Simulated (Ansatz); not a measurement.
Ansatz (a quantum-chemistry and plane-wave program) input (B3LYP-D3(BJ)/def2-TZVP):

Ansatz 0.2 input:
```yaml
crystal:
  periodic: [false, false, false]
  atoms:
    - {symbol: C, position_ang: [0.00728032, 0.00031015, 0.17491065]}
    - {symbol: H, position_ang: [-0.01040746, 0.86106198, -0.52673636]}
    - {symbol: H, position_ang: [-0.03327446, -0.86292291, -0.52272756]}
basis:
  gaussian:
    orbitals: def2-TZVP
hamiltonian:
  xc: b3lyp
  dispersion: d3bj
phonons: {temperatures: {t_min: 298.15, t_max: 298.15, t_step: 100}}
```

Output:

```
Functional definition: B3LYP
integrals: 0.00 GiB planned
268 factors; their error is unknown
mean field: 0.06 GiB planned
mean field evaluation 1: about -1064.1070 eV, gradient 2.1e1 eV
mean field evaluation 2: about -1064.1446 eV, gradient 2.1e1 eV
mean field evaluation 4: about -1065.3510 eV, gradient 9.5e-2 eV
mean field evaluation 8: about -1065.3392 eV, gradient 1.2e-4 eV
mean field -1065.33923755 eV, -39.1504948669 hartree, gradient 5.3e-5 eV, S^2 0.000000; 0 other end points of the search recorded, 0 dependent functions left out
the calculation of the forces begins
reference -1065.33941713 eV, -39.1505014664 hartree; 4, 4 occupied and 39, 39 virtual orbitals, 268 factors
these checks for a lower state are left out or cut short: stability, starts, cluster_reference, orbital_swaps, neighbouring_geometries, increment
integrals: 0.00 GiB planned
268 factors; their error is unknown
mean field: 0.06 GiB planned
mean field evaluation 16: about -1065.3391 eV, gradient 2.7e-1 eV
mean field -1065.33917196 eV, -39.1504924566 hartree, gradient 1.2e-6 eV, S^2 0.000000; 0 other end points of the search recorded, 0 dependent functions left out
the calculation of the forces begins
reference -1065.33935168 eV, -39.1504990613 hartree; 4, 4 occupied and 39, 39 virtual orbitals, 268 factors
these checks for a lower state are left out or cut short: stability, starts, cluster_reference, orbital_swaps, neighbouring_geometries, increment
integrals: 0.00 GiB planned
268 factors; their error is unknown
mean field: 0.06 GiB planned
mean field -1065.33917262 eV, -39.1504924808 hartree, gradient 1.2e-6 eV, S^2 0.000000; 0 other end points of the search recorded, 0 dependent functions left out
the calculation of the forces begins
reference -1065.33935206 eV, -39.1504990751 hartree; 4, 4 occupied and 39, 39 virtual orbitals, 268 factors
these checks for a lower state are left out or cut short: stability, starts, cluster_reference, orbital_swaps, neighbouring_geometries, increment
integrals: 0.00 GiB planned
268 factors; their error is unknown
mean field: 0.06 GiB planned
mean field evaluation 32: about -1065.3391 eV, gradient 2.7e-1 eV
mean field -1065.33919839 eV, -39.1504934280 hartree, gradient 1.1e-6 eV, S^2 0.000000; 0 other end points of the search recorded, 0 dependent functions left out
the calculation of the forces begins
reference -1065.33937785 eV, -39.1505000229 hartree; 4, 4 occupied and 39, 39 virtual orbitals, 268 factors
these checks for a lower state are left out or cut short: stability, starts, cluster_reference, orbital_swaps, neighbouring_geometries, increment
integrals: 0.00 GiB planned
268 factors; their error is unknown
mean field: 0.06 GiB planned
mean field -1065.33919757 eV, -39.1504933980 hartree, gradient 1.1e-6 eV, S^2 0.000000; 0 other end points of the search recorded, 0 dependent functions left out
the calculation of the forces begins
reference -1065.33937728 eV, -39.1505000020 hartree; 4, 4 occupied and 39, 39 virtual orbitals, 268 factors
these checks for a lower state are left out or cut short: stability, starts, cluster_reference, orbital_swaps, neighbouring_geometries, increment
integrals: 0.00 GiB planned
268 factors; their error is unknown
mean field: 0.06 GiB planned
mean field -1065.33920580 eV, -39.1504937003 hartree, gradient 1.2e-6 eV, S^2 0.000000; 0 other end points of the search recorded, 0 dependent functions left out
the calculation of the forces begins
reference -1065.33938538 eV, -39.1505002998 hartree; 4, 4 occupied and 39, 39 virtual orbitals, 268 factors
these checks for a lower state are left out or cut short: stability, starts, cluster_reference, orbital_swaps, neighbouring_geometries, increment
integrals: 0.00 GiB planned
268 factors; their error is unknown
mean field: 0.06 GiB planned
mean field -1065.33920564 eV, -39.1504936943 hartree, gradient 1.2e-6 eV, S^2 0.000000; 0 other end points of the search recorded, 0 dependent functions left out
the calculation of the forces begins
reference -1065.33938522 eV, -39.1505002939 hartree; 4, 4 occupied and 39, 39 virtual orbitals, 268 factors
Total energy: -1065.36231231 eV, -39.1513428489 hartree
Atom 0 at     0.007280     0.000310     0.174911 Å, force     0.000001     0.000000     0.000012 eV/Å
Atom 1 at    -0.010407     0.861062    -0.526736 Å, force    -0.000000    -0.000015    -0.000006 eV/Å
Atom 2 at    -0.033274    -0.862923    -0.522728 Å, force    -0.000000     0.000015    -0.000006 eV/Å
Dipole moment:    -0.016449    -0.000701    -0.395198 e Å
Vibrations: 1401.56 2906.17 2971.46 cm⁻¹, zero-point energy 0.451252 eV
```
